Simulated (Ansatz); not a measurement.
Geometry optimisation, RKS B3LYP-D4/def2-mTZVP in Ansatz.

The input (input.yaml):

```yaml
crystal:
  periodic: [false, false, false]
  atoms:
    - { symbol: Al, position_ang: [0.296143, 0.0, 0.024075] }
    - { symbol: Cl, position_ang: [1.088835, 0.0, 2.055659] }
    - { symbol: H, position_ang: [1.75843, 0.0, -0.479033] }
    - { symbol: H, position_ang: [-1.196408, 0.0, -0.4765] }
basis:
  gaussian: { orbitals: def2-mTZVP }
hamiltonian:
  xc: b3lyp
  dispersion: d4
relax:
  f_tol: 0.03
  max_steps: 50
```

Command:

```bash
$ ansatz run input.yaml --threads 1 --pin off --max-ram 2048MiB --backend cpu --events-out ev --progress --plain --runs-dir out
```

**Question.** Where does it end, and by what steps?

**Answer.** The forces met the threshold. After 4 steps the energy has fallen by 0.484 eV; H3 moved furthest, 0.36 Å.

```tsv
step	energy less start (eV)	largest force component (eV/Å)	accepted
0	0.0000	1.306	yes
1	-0.3594	0.677	yes
2	-0.4675	0.798	yes
3	-0.4841	0.057	yes
4	-0.4845	0.013	yes
```

```xyz
4
Properties=species:S:1:pos:R:3
Al 0.459 0.000 0.116
Cl 0.822 0.000 2.199
H 1.707 0.000 -0.838
H -1.041 0.000 -0.353
```

Whether the end is a true minimum wasn't checked by a vibrational analysis.

Run time: 3.2 s on 1 thread of Intel(R) Xeon(R) 6975P-C (Granite Rapids) (shared host), peak memory 0.12 GiB.
